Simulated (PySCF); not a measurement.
Compound: C4H2S.
Numbering: `[CH:1]#[C:2][CH:3]=[C:4]=[S:5]` (hydrogens: H6 on C1; H7 on C3)

Structure optimised with GFN2-xTB, isolated species.

Question: List the bond lengths and angles at this level.

Answer: 
```tsv
bond	length (Å)	order
C1≡C2	1.201	triple
C2–C3	1.408	single
C3=C4	1.307	double
C4=S5	1.553	double
C1–H6	1.048	single
C3–H7	1.083	single
```

Orders are formal, as drawn. A selection of angles:
```tsv
angle	degrees
C2–C1–H6	179.6
C1–C2–C3	179.3
C2–C3–C4	123.5
C2–C3–H7	116.9
C4–C3–H7	119.6
C3–C4–S5	179.2
```

The C–C distances run from 1.201 Å (C1≡C2, drawn triple) to 1.408 Å (C2–C3, drawn single), a spread of 0.207 Å. The 5 heavy atoms lie in one plane (0.000 Å rms).

Point group: Cs (every atom within 0.08 Å of its image). Not checked by GFN2-xTB frequencies.

All values are computed, not measured.
